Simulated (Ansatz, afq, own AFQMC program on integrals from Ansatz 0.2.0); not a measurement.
CHSi, quartet in cc-pVDZ, levels against CCSDT(Q)

```xyz
3

Si    0.0000    0.1235    4.6204
C     0.0000   -0.4285   -1.9032
H     0.0000    0.3050   -2.7172
```

Connectivity, by distances: Si ··· CH.

Basis cc-pVDZ. Only valence electrons are correlated. AFQMC by an in-house program on the Cholesky factors that Ansatz 0.2.0 writes for its CCSD(T) run. ph-AFQMC/CISD is guided by a CISD state made of CCSD amplitudes; releasing the constraint for a short imaginary time cuts its bias at the price of noise, slowly where states lie close. Uncertainties: one standard error, sampling alone.

Determinant: UHF, the one that the program's search chose, which needn't be the lowest solution. The geometry is a point of a scan.

No full CI on the walks' own integrals is used here; CCSDT(Q) serves as the reference and is uncertain by about the last step of the cluster series.

Cautions: lower spins were not checked; an unrestricted solution with more broken spin lies lower (92 meV, ⟨S²⟩ 4.10); the released energies are still falling, so no released level is given (meV from the phaseless value at times in 1/Eh: 0 ± 10 at 0.24, -9 ± 10 at 0.51, -10 ± 9 at 0.99, -19 ± 13 at 1.62, -46 ± 12 at 2.40), though the last usable value meets CCSDT(Q) within the noise.

* T1 diagnostic: 0.0096
* weight of the determinant in the CISD state: 0.884
* ⟨S²⟩ of the determinant: 3.768
* size of the correlated space: 9 electrons in 31 orbitals

Reference: CCSDT(Q), correlation energy -4.694 eV.

```
        level  E − E(reference) (meV)  share of correlation (%)
           HF                  4693.7                      0.00
          MP2                  1319.8                     71.88
         CCSD                   103.0                     97.81
      CCSD(T)                    27.2                     99.42
        CCSDT                     2.6                     99.94
ph-AFQMC/CISD              29.1 ± 8.7                     99.38
```

A walk keeps the symmetry of its determinant, which the program's search chose and which needn't be the lowest solution, so a lower state of the same spin and another symmetry isn't excluded.
